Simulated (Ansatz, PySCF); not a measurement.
This Ansatz (a first-principles code) input computes a SVWN5/def2-TZVPD energy:

Ansatz 0.2 input:
```yaml
crystal:
  periodic: [false, false, false]
  atoms:
    - {symbol: C, position_ang: [0.66635149, -0.08229039, 0.02948477]}
    - {symbol: C, position_ang: [-0.57464739, 0.07096549, -0.02542704]}
    - {symbol: H, position_ang: [1.73846136, -0.21468951, 0.07692356]}
    - {symbol: H, position_ang: [-1.02215701, 1.01799782, -0.36525859]}
    - {symbol: H, position_ang: [-1.26652897, -0.73535889, 0.26398866]}
basis:
  gaussian:
    orbitals: def2-TZVPD
hamiltonian:
  xc: {name: SVWN5}
total_charge: 1
output: {forces: true}
```

Task: Write an input for the same energy in PySCF and say what it gives.

Result: 
```python
from pyscf import gto, scf, dft

mol = gto.M(
    atom='''
    C     0.66635149   -0.08229039    0.02948477
    C    -0.57464739    0.07096549   -0.02542704
    H     1.73846136   -0.21468951    0.07692356
    H    -1.02215701    1.01799782   -0.36525859
    H    -1.26652897   -0.73535889    0.26398866
    ''',
    basis='def2-tzvpd',
    charge=1,
    spin=0,
    verbose=4,
)

mf = dft.RKS(mol, xc='svwn').density_fit(auxbasis='def2-universal-jkfit')
mf.grids.level = 3
mf.conv_tol = 1e-9
mf.max_cycle = 100
mf.max_memory = 1500
mf.kernel()
if not mf.converged:
    mf = mf.newton()
    mf.kernel(mf.make_rdm1())
mf.analyze()
```
It gives -76.86128 Eh, and Ansatz -76.86123 Eh, a difference of 0.05 mEh, from the treatment of integrals and grids.
